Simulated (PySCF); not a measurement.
# Which determinant of BC lies lowest?

Unrestricted PBE0; PySCF, no relativity, basis sets B aug-pcseg-1, C aug-pcseg-1. Outer shells of the fragments: B 2s2 2p1; C 2s2 2p2.

Followed along the bond (rough minima from three points):

```json
{"2Ms+1": "4", "unpaired": "σ ↑, π ↑↑", "⟨S²⟩ at the start": "3.75", "R at minimum (Å)": "1.48", "Te (eV)": "0.00"}
{"2Ms+1": "2", "unpaired": "σ ↓, π ↑↑", "⟨S²⟩ at the start": "1.77", "R at minimum (Å)": "1.49", "Te (eV)": "0.38"}
{"2Ms+1": "2", "unpaired": "σ ↑, π ↑↓", "⟨S²⟩ at the start": "1.76", "R at minimum (Å)": "1.49", "Te (eV)": "0.50"}
{"2Ms+1": "2", "unpaired": "π ↑", "⟨S²⟩ at the start": "1.55", "R at minimum (Å)": "1.39", "Te (eV)": "0.66"}
{"2Ms+1": "2", "unpaired": "σ ↑", "⟨S²⟩ at the start": "0.76", "R at minimum (Å)": "1.50", "Te (eV)": "1.48"}
```

Solutions found at the starting distance of 1.525 Å, counted from the lowest of them; the search is not exhaustive and high or unbound solutions are not listed, so other states can lie among these:

```
2Ms+1   unpaired   term  E (eV)  ⟨S²⟩  ⟨Lz²⟩  μ (D)
    4  σ ↑, π ↑↑    ⁴Σ⁻    0.00  3.75   0.00  -1.43
    2  σ ↓, π ↑↑  mixed    0.37  1.77   0.00  -1.38
    2  σ ↑, π ↑↓  mixed    0.50  1.76   2.01  -1.38
    2        π ↑  mixed    0.96  1.55   1.00  -1.08
    2        σ ↑  mixed    1.47  0.76   2.00  -1.39
    4  σ ↑↑, π ↑     ⁴Π    1.60  3.75   1.01  -0.82
    2        π ↑     ²Π    2.25  0.75   1.00   1.14
    4      π ↑↑↑     ⁴Π    4.43  3.78   1.00  -0.93
```

A term symbol is given only where ⟨S²⟩ and ⟨Lz²⟩ are close to those of a pure state; real π, δ and φ orbitals otherwise mix terms. A positive dipole means B(−)C(+).
